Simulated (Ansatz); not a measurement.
**N2H (dinitrogen monohydride): levels of theory compared**

Aim: a comparison of 6 runs (UB2PLYP/STO-3G, UBLYP/STO-3G, RPA@PBE/STO-3G, UMP2/STO-3G, UCCSDTQ/STO-3G, UCCSD(T)/STO-3G) of N2H (dinitrogen monohydride). 

Program for the calculation: Ansatz 0.2.0.

**1. Starting point**

N2H: 3 atoms, total charge 0, spin state doublet. SMILES: `[N]=N`. The H3–N2 distance was set to 1.296 Å, away from the relaxed value.

Bond lengths: N1–N2 1.164 Å. A long bond or contact: N2–H3 1.296 Å.

**2. The energy at UB2PLYP/STO-3G (run 1)**

The input, input.yaml:

```yaml
crystal:
  periodic: [false, false, false]
  atoms:
    - symbol: "N"
      position_ang: [0.772428, -0.893231, 0.330155]
    - symbol: "N"
      position_ang: [-0.185942, -0.438171, -0.147805]
    - symbol: H
      position_ang: [-0.472040, 0.825820, -0.172480]
basis:
  gaussian:
    orbitals: STO-3G
correlation:
  frozen_orbitals: {H: 0, "N": 1}
magnetization:
  spin_polarized: true
  initial_magnetization: 1
accuracy: high
hamiltonian:
  xc: {name: B2PLYP}
```

Launch:

```
ansatz run input.yaml --threads 1 --pin off --max-ram 2610MiB --events-out events.jsonl --progress --plain --runs-dir runs
```

The program printed:

```text
Warning: RAYON_NUM_THREADS=1 ignored (pool sized by the plan → 1); use --threads N
Functional definition: B2PLYP
  name "B2PLYP"
  parameter a = 0.53
  parameter c = 0.27
  exchange = (1 - a)*b88_x + a*exact_x
  correlation = (1 - c)*lyp_c + c*(mp2_os + mp2_ss)
168 factors; integrals over basis functions are off by at most 1.4e-8 eV
mean field evaluation 1: about -2947.7181 eV, gradient 8.1e0 eV
mean field evaluation 2: about -2947.7139 eV, gradient 8.1e0 eV
mean field evaluation 4: about -2948.1538 eV, gradient 1.2e0 eV
mean field evaluation 8: about -2948.1915 eV, gradient 7.4e-2 eV
mean field evaluation 16: about -2948.1912 eV, gradient 5.6e-5 eV
mean field -2948.19121260 eV, -108.3440287073 hartree, gradient 4.1e-8 eV, S^2 0.783752; 0 other end points of the search recorded, 0 dependent functions left out
2 core orbitals not correlated: weight in the atoms' cores, before any rotation towards them, 1.000 or more for the frozen orbitals, at most 0.000 for the correlated occupied ones
reference -2948.19122472 eV, -108.3440291527 hartree; 6, 5 occupied and 3, 4 virtual orbitals, 168 factors
second order -4.93439153 eV of doubles, -0.00000000 eV of singles
Total energy: -2949.52351044 eV, -108.3929897496 hartree
```

It took 0.88 s on 1 thread of Arm Neoverse V1, shared host.

**3. A single-point energy at UBLYP/STO-3G (run 2)**

The input, in.yaml:

```yaml
crystal:
  periodic: [false, false, false]
  atoms:
    - {symbol: "N", position_ang: [0.772428, -0.893231, 0.330155]}
    - {symbol: N, position_ang: [-0.185942, -0.438171, -0.147805]}
    - {symbol: H, position_ang: [-0.472040, 0.825820, -0.172480]}
basis:
  gaussian:
    orbitals: STO-3G
magnetization:
  spin_polarized: true
  initial_magnetization: 1
hamiltonian:
  xc: {name: BLYP}
accuracy: high
```

Launch:

```
ansatz run in.yaml --threads 1 --pin off --max-ram 2610MiB --events-out events.jsonl --progress --plain --runs-dir runs
```

The program printed:

```text
Warning: RAYON_NUM_THREADS=1 ignored (pool sized by the plan → 1); use --threads N
Functional definition: BLYP
  name "BLYP"
  parameter beta = 0.0042
  parameter a = 0.04918
  parameter b = 0.132
  parameter c = 0.2533
  parameter d = 0.349
  exchange = b88_x(beta = beta)
  correlation = lyp_c(a = a, b = b, c = c, d = d)
168 factors; integrals over basis functions are off by at most 1.4e-8 eV
mean field evaluation 1: about -2952.3428 eV, gradient 8.4e0 eV
mean field evaluation 2: about -2949.6159 eV, gradient 2.5e1 eV
mean field evaluation 4: about -2952.7886 eV, gradient 4.5e-1 eV
mean field evaluation 8: about -2952.7392 eV, gradient 5.6e-3 eV
mean field evaluation 16: about -2952.7392 eV, gradient 6.9e-7 eV
mean field -2952.73922226 eV, -108.5111649797 hartree, gradient 3.6e-8 eV, S^2 0.755947; 0 other end points of the search recorded, 0 dependent functions left out
reference -2952.73924792 eV, -108.5111659227 hartree; 8, 7 occupied and 3, 4 virtual orbitals, 168 factors
Total energy: -2952.73924792 eV, -108.5111659227 hartree
```

Wall time 0.7 s (1 thread of Arm Neoverse V1, shared host).

Run 3 isn't shown in full; the table further down has it.

**4. The energy at UMP2/STO-3G (run 4)**

The input, molecule.yaml:

```yaml
crystal:
  periodic: [false, false, false]
  atoms:
    - {symbol: N, position_ang: [0.772428, -0.893231, 0.330155]}
    - {symbol: "N", position_ang: [-0.185942, -0.438171, -0.147805]}
    - {symbol: H, position_ang: [-0.472040, 0.825820, -0.172480]}
basis:
  gaussian: {orbitals: STO-3G}
magnetization: {spin_polarized: true, initial_magnetization: 1}
correlation: {method: mp2, frozen_orbitals: {H: 0, "N": 1}}
total_charge: 0
accuracy: high
```

Launch:

```
ansatz run molecule.yaml --threads 1 --pin off --max-ram 2610MiB --events-out events.jsonl --progress --plain --runs-dir runs
```

The program printed:

```text
Warning: RAYON_NUM_THREADS=1 ignored (pool sized by the plan → 1); use --threads N
Functional definition: HF
  name "HF"
  exchange = exact_x
  correlation = 0
168 factors; integrals over basis functions are off by at most 1.4e-8 eV
mean field evaluation 1: about -2936.8886 eV, gradient 8.5e0 eV
mean field evaluation 2: about -2936.9343 eV, gradient 8.5e0 eV
mean field evaluation 4: about -2937.5310 eV, gradient 2.2e0 eV
mean field evaluation 8: about -2937.7345 eV, gradient 6.0e-1 eV
mean field evaluation 16: about -2937.8022 eV, gradient 5.6e-4 eV
mean field -2937.80221003 eV, -107.9622399047 hartree, gradient 3.1e-8 eV, S^2 1.018706; 0 other end points of the search recorded, 0 dependent functions left out
2 core orbitals not correlated: weight in the atoms' cores, before any rotation towards them, 1.000 or more for the frozen orbitals, at most 0.000 for the correlated occupied ones
reference -2937.80221003 eV, -107.9622399047 hartree; 6, 5 occupied and 3, 4 virtual orbitals, 168 factors
second order -2.82828110 eV of doubles, -0.00000000 eV of singles
Total energy: -2940.63049113 eV, -108.0661773179 hartree
```

Wall time 0.06 s (1 thread of Arm Neoverse V1, shared host).

Run 5 isn't shown in full; the table further down has it.

**5. A single-point energy at UCCSD(T)/STO-3G (run 6)**

The input, input.yaml:

```yaml
crystal:
  periodic: [false, false, false]
  atoms:
    - {symbol: "N", position_ang: [0.772428, -0.893231, 0.330155]}
    - {symbol: N, position_ang: [-0.185942, -0.438171, -0.147805]}
    - {symbol: H, position_ang: [-0.472040, 0.825820, -0.172480]}
basis:
  gaussian: {orbitals: STO-3G}
magnetization: {spin_polarized: true, initial_magnetization: 1}
correlation: {method: ccsd_t, frozen_orbitals: {H: 0, "N": 1}}
accuracy: high
scf: {omitted_lower_state_checks: [cluster_reference, increment]}
```

Launch:

```
ansatz run input.yaml --threads 1 --pin off --max-ram 2610MiB --events-out events.jsonl --progress --plain --runs-dir runs
```

The program printed:

```text
Warning: RAYON_NUM_THREADS=1 ignored (pool sized by the plan → 1); use --threads N
[... 12 lines left out ...]
2 core orbitals not correlated: weight in the atoms' cores, before any rotation towards them, 1.000 or more for the frozen orbitals, at most 0.000 for the correlated occupied ones
[... 27 lines left out ...]
Total energy: -2941.84712725 eV, -108.1108878707 hartree
Checks for a lower state left out: cluster_reference, increment
```

It took 0.22 s on 1 thread of Arm Neoverse V1, shared host.

**6. The series**

```tsv
run	level	frozen core orbitals	energy (Eh)	⟨S²⟩	wall time
1	UB2PLYP/STO-3G	2	-108.392990	0.784	0.88 s
2	UBLYP/STO-3G	–	-108.511166	0.756	0.7 s
3	RPA@PBE/STO-3G	2	-108.174484	0.756	0.78 s
4	UMP2/STO-3G	2	-108.066177	1.019	0.06 s
5	UCCSDTQ/STO-3G	2	-108.112849	1.019	34 s
6	UCCSD(T)/STO-3G	2	-108.110888	1.019	0.22 s
```

**7. Summary of results**

| quantity | value |
| --- | --- |
| run 6: total energy | -108.11089 Eh |
| run 6: correlation energy (2 core orbitals frozen) | -148.6 mEh |
| run 6: (T) correction | -1.78 mEh |
| run 6: ⟨S²⟩ of the reference determinant | 1.019 |
| run 6: T1 diagnostic | 0.061 |

What this shows: Totals of different functionals can't be ranked against each other. In runs 5, 6 the T1 diagnostic is large, so a single reference may not serve. In runs 1, 2, 3, 4, 5, 6 the basis is minimal, so dipoles, gaps and forces are rough. Spin contamination of the reference: run 4 ⟨S²⟩ = 1.02, run 5 ⟨S²⟩ = 1.02, run 6 ⟨S²⟩ = 1.02. All runs together took 37 s, the longest 34 s.
